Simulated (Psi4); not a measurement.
**AlSiH5 (SMILES [H][Al]([H])[SiH3]): a chain of runs**

We compute a structure relaxation (TPSS/def2-SVP), then the harmonic vibrations, then the energy (SCS-MP2/aug-cc-pVDZ) of AlSiH5. 

Program for the calculation: Psi4 1.11.

## (1) The structure to begin with

AlSiH5 has 7 atoms, charge 0, and is taken as a singlet. As SMILES, `[H][Al]([H])[SiH3]`. The shape comes from GFN2-xTB, which is rough for such elements, and wasn't checked as a minimum. The run starts from this shape.

Bond lengths: Al1–Si4 2.421 Å, Al1–H2 1.567 Å, Al1–H3 1.566 Å, Si4–H5 1.482 Å, Si4–H6 1.482 Å, Si4–H7 1.482 Å. Angles: Al1–Si4–H5 114.1°, Al1–Si4–H6 113.8°, Al1–Si4–H7 116.0°, H2–Al1–Si4 125.8°, H3–Al1–Si4 126.2°, H5–Si4–H6 104.0°, H5–Si4–H7 103.8°, H6–Si4–H7 103.8°, H2–Al1–H3 107.9°.

## (2) A structure relaxation at TPSS/def2-SVP (density fitting) (run 1)

input.dat

```
memory 1600 MB

molecule {
  0 1
  Al     0.688040     1.201700     0.003860
  H      2.245410     1.365000     0.056470
  H      0.053380     2.633190    -0.016580
  Si    -0.517390    -0.897790    -0.016750
  H     -1.851430    -0.836410     0.625620
  H      0.177610    -1.992690     0.701130
  H     -0.795620    -1.472990    -1.353750
  symmetry c1
}

set {
  basis        def2-SVP
  geom_maxiter 60
}

e, wfn = optimize('tpss', return_wfn=True)
```

Launch:

```sh
$ psi4 -n 1 input.dat output.dat
```

output.dat:

```text
[...]
  Running in c1 symmetry.
[...]
  Nuclear repulsion =   75.536553792184819
[...]
  Multiplicity = 1
[...]
  Nalpha       = 16
  Nbeta        = 16
[...]
    Number of basis functions: 61
[...]
   @DF-RKS iter   1:  -534.71560445174532   -4.18023e-01   4.14563e-03 ADIIS/DIIS
[...]
   @DF-RKS iter   6:  -534.77956340316678   -1.25056e-12   2.62267e-09 DIIS
[...]
    Orbital Energies [Eh]
    ---------------------
    Doubly Occupied:
       1A    -65.656590     2A    -55.627713     3A     -5.105136
       4A     -3.995290     5A     -3.483513     6A     -3.483332
       7A     -3.482715     8A     -2.574500     9A     -2.564155
      10A     -2.563202    11A     -0.491365    12A     -0.375215
      13A     -0.317231    14A     -0.317160    15A     -0.279404
      16A     -0.248369
[...]
  @DF-RKS Final Energy:  -534.77956340316678
   => Energetics <=
    Nuclear Repulsion Energy =             74.4679386949960076
    One-Electron Energy =                -889.1237693076874393
    Two-Electron Energy =                 321.3069719603411727
    DFT Exchange-Correlation Energy =     -41.4307047508164743
    Empirical Dispersion Energy =           0.0000000000000000
    VV10 Nonlocal Energy =                  0.0000000000000000
    Total Energy =                       -534.7795634031667760
[...]
 Multipole Moments:
 ------------------------------------------------------------------------------------
     Multipole            Electronic (a.u.)      Nuclear  (a.u.)        Total (a.u.)
 ------------------------------------------------------------------------------------
 L = 1.  Multiply by 2.5417464519 to convert [e a0] to [Debye]
 Dipole X            :          1.1615945           -1.0955542            0.0660403
 Dipole Y            :          2.0329547           -1.9159257            0.1170290
 Dipole Z            :          0.1015488           -0.0840403            0.0175085
 Magnitude           :                                                    0.1355125
[...]
  -Total Gradient:
     Atom            X                  Y                   Z
    ------   -----------------  -----------------  -----------------
       1        0.000025394399     0.000058790714    -0.000010434059
       2       -0.000025300089    -0.000018568420     0.000005611653
       3        0.000003857719    -0.000028853475     0.000005617852
       4       -0.000017448100    -0.000032177595    -0.000018341523
       5        0.000017599716     0.000005975694    -0.000001537733
       6        0.000000380765     0.000021513536    -0.000000829833
       7        0.000003503508     0.000009035759     0.000017917174
[...]
```

The script printed:

```text
Optimizer: Optimization complete!
```

Run time: 55 s. Hardware: 1 thread of Intel Xeon Platinum 8488C (Sapphire Rapids), shared host; peak memory 0.8 GiB.

Step by step:

| step | energy from the first frame kept (eV) | largest force (eV/Å) |
| --- | --- | --- |
| 0 | 0.0000 | 0.5470 |
| 1 | -0.0827 | 0.4337 |
| 2 | -0.0997 | 0.1915 |
| 3 | -0.0459 | 0.6897 |
| 4 | -0.0956 | 0.2651 |
| 5 | -0.1041 | 0.0390 |
| 6 | -0.1043 | 0.0240 |
| 7 | -0.1043 | 0.0033 |

After the run. Bond lengths: Al1–Si4 2.469 Å, Al1–H2 1.592 Å, Al1–H3 1.592 Å, Si4–H5 1.496 Å, Si4–H6 1.496 Å, Si4–H7 1.500 Å. Angles: Al1–Si4–H5 112.7°, Al1–Si4–H6 112.6°, Al1–Si4–H7 109.9°, H2–Al1–Si4 120.6°, H3–Al1–Si4 120.7°, H5–Si4–H6 107.7°, H5–Si4–H7 106.9°, H6–Si4–H7 106.9°, H2–Al1–H3 118.7°.

## (3) Vibrational wavenumbers at TPSS/def2-SVP (density fitting) (run 2)

job.dat

```
memory 1600 MB

molecule geom {
  0 1
  Al     0.701193     1.223208    -0.005696
  H      2.292494     1.242894     0.015748
  H     -0.080216     2.608744    -0.057616
  Si    -0.529044    -0.917173    -0.002788
  H     -1.881632    -0.803557     0.626789
  H      0.212580    -2.005275     0.707807
  H     -0.742486    -1.384450    -1.411577
}

set t 600.0
set rotational_symmetry_number 1

result = frequencies('tpss/def2-SVP')
```

Launch:

```sh
$ psi4 -i job.dat -o job.out -n 1
```

job.out:

```text
[...]
  Running in c1 symmetry.
[...]
  Nuclear repulsion =   74.467945037255390
[...]
  Multiplicity = 1
[...]
  Nalpha       = 16
  Nbeta        = 16
[...]
    Number of basis functions: 61
[...]
   @DF-RKS iter   1:  -534.72314801526250   -4.58195e-01   4.02607e-03 DIIS/ADIIS
[...]
   @DF-RKS iter   9:  -534.77956208777175   -1.46656e-11   5.77472e-09 DIIS
[...]
  @DF-RKS Final Energy:  -534.77956208777175
   => Energetics <=
    Nuclear Repulsion Energy =             74.4580000688014110
    One-Electron Energy =                -889.1030521774844146
    Two-Electron Energy =                 321.2955517652044364
    DFT Exchange-Correlation Energy =     -41.4300617442931696
    Empirical Dispersion Energy =           0.0000000000000000
    VV10 Nonlocal Energy =                  0.0000000000000000
    Total Energy =                       -534.7795620877717511
[...]
  -Total Gradient:
     Atom            X                  Y                   Z
    ------   -----------------  -----------------  -----------------
       1        0.000025894779     0.000058149391    -0.000010678632
       2       -0.000024341067    -0.000017083716     0.000006169568
       3        0.000004232263    -0.000028261514     0.000006314951
       4       -0.000072724299     0.000290024724     0.000311823266
       5        0.000027144298     0.000000357033     0.000030509835
       6        0.000140205649    -0.000167731350     0.000214002956
       7       -0.000092448046    -0.000119530534    -0.000559921181
[...]
  ==> Harmonic Vibrational Analysis <==
[...]
  Freq [cm^-1]                 8.1296i             318.7765            356.7173
[...]
  IR activ [km/mol]             0.1284             30.4770             46.0451
[...]
  Freq [cm^-1]                 386.9011            539.5287            583.5924
[...]
  IR activ [km/mol]            15.3846              5.5675             118.4882
[...]
  Freq [cm^-1]                 770.6892            876.2711            938.5536
[...]
  IR activ [km/mol]            495.3683            67.7571             37.3918
[...]
  Freq [cm^-1]                 944.6302           1921.4517           1931.8501
[...]
  IR activ [km/mol]            46.8181             164.0269            235.6082
[...]
  Freq [cm^-1]                2191.0712           2207.6125           2212.7667
[...]
  IR activ [km/mol]            73.7532             79.8517             105.4038
[...]
  Total E_0, Enthalpy at 0 [K]                                                         -534.74270171 [Eh]
[...]
  Total H, Enthalpy at  600.00 [K]                                                     -534.72713784 [Eh]
[...]
```

On the terminal:

```text
Warning: thermodynamics relations excluded imaginary frequencies: ['8.1296i']
Warning: used thermodynamics relations inappropriate for low-frequency modes: ['318.7765' '356.7173' '386.9011' '539.5287' '583.5924']
```

Wall time 4.7 min (1 thread of Intel Xeon Platinum 8488C (Sapphire Rapids), shared host); peak memory 0.78 GiB.

## (4) The energy at SCS-MP2/aug-cc-pVDZ (density fitting) (run 3)

alh5si.dat

```
memory 1.6 GB

molecule {
  0 1
  Al     1.32506273     2.31152811    -0.01076388
  H      4.33218580     2.34872926     0.02975941
  H     -0.15158627     4.92981169    -0.10887846
  Si    -0.99974827    -1.73320578    -0.00526856
  H     -3.55576915    -1.51850266     1.18445955
  H      0.40171798    -3.78942055     1.33756138
  H     -1.40309519    -2.61623133    -2.66749393
  units bohr
}

set {
  freeze_core true
}

e_tot, wfn = energy('scs-mp2/aug-cc-pVDZ', return_wfn=True)
print_variables()
```

Launch:

```sh
$ psi4 alh5si.dat alh5si.out -n 1
```

alh5si.out:

```text
[...]
  Running in c1 symmetry.
[...]
  Nuclear repulsion =   74.467945095011515
[...]
  Multiplicity = 1
[...]
  Nalpha       = 16
  Nbeta        = 16
[...]
    Number of basis functions: 99
[...]
   @RHF iter   1:  -533.69619238920643   -7.75233e-01   1.51913e-03 DIIS/ADIIS
[...]
   @RHF iter  10:  -533.73229631876211   -4.88853e-12   2.83771e-09 DIIS
[...]
    Orbital Energies [Eh]
    ---------------------
    Doubly Occupied:
       1A    -68.772563     2A    -58.488334     3A     -6.121108
       4A     -4.902580     5A     -4.227055     6A     -4.226996
       7A     -4.226672     8A     -3.217662     9A     -3.214549
      10A     -3.214500    11A     -0.713379    12A     -0.552508
      13A     -0.476154    14A     -0.474240    15A     -0.429710
      16A     -0.370966
[...]
  @RHF Final Energy:  -533.73229631876211
   => Energetics <=
    Nuclear Repulsion Energy =             74.4679450950115154
    One-Electron Energy =                -889.1425310385845933
    Two-Electron Energy =                 280.9422896248109396
    Total Energy =                       -533.7322963187621099
[...]
 Multipole Moments:
 ------------------------------------------------------------------------------------
     Multipole            Electronic (a.u.)      Nuclear  (a.u.)        Total (a.u.)
 ------------------------------------------------------------------------------------
 L = 1.  Multiply by 2.5417464519 to convert [e a0] to [Debye]
 Dipole X            :          1.1477687           -1.0955544            0.0522143
 Dipole Y            :          2.0103451           -1.9159249            0.0944201
 Dipole Z            :          0.1151744           -0.0840422            0.0311322
 Magnitude           :                                                    0.1122974
[...]
	SCS-MP2 Total Energy (a.u.)        :  -533.93285534615700
	SOS-MP2 Total Energy (a.u.)        :  -533.92578649118366
	SCSN-MP2 Total Energy (a.u.)       :  -533.76961987302184
[...]
	SOS-PI-MP2 Total Energy (a.u.)     :  -533.95803485325382
[...]
	MP2 Total Energy (a.u.)            :  -533.91474469403363
[...]
```

Run time: 13 s. Hardware: 1 thread of Intel Xeon Platinum 8488C (Sapphire Rapids), shared host; peak memory 0.56 GiB.

## (5) Outcome

```
                                                                quantity                value
                           run 1, TPSS/def2-SVP: total energy at the end        -534.77956 Eh
                                     run 1, TPSS/def2-SVP: dipole moment               0.34 D
                                       run 1, TPSS/def2-SVP: HOMO energy             -6.76 eV
                                       run 1, TPSS/def2-SVP: LUMO energy             -2.71 eV
                                     run 1, TPSS/def2-SVP: HOMO–LUMO gap              4.05 eV
                        run 2, TPSS/def2-SVP: lowest harmonic wavenumber  8i cm⁻¹ (imaginary)
                       run 2, TPSS/def2-SVP: highest harmonic wavenumber            2213 cm⁻¹
                                run 3, SCS-MP2/aug-cc-pVDZ: total energy        -533.93286 Eh
         run 3, SCS-MP2/aug-cc-pVDZ: HOMO energy (Hartree–Fock orbitals)            -10.09 eV
         run 3, SCS-MP2/aug-cc-pVDZ: LUMO energy (Hartree–Fock orbitals)              0.30 eV
       run 3, SCS-MP2/aug-cc-pVDZ: HOMO–LUMO gap (Hartree–Fock orbitals)             10.39 eV
run 3, SCS-MP2/aug-cc-pVDZ: correlation energy (10 core orbitals frozen)           -200.6 mEh
```

What this shows: The optimisation (run 1, TPSS/def2-SVP) took 8 steps and changed the energy by -0.104 eV. 1 mode is imaginary (lowest 8i cm⁻¹); so small a value may be numerical noise or a very soft motion.
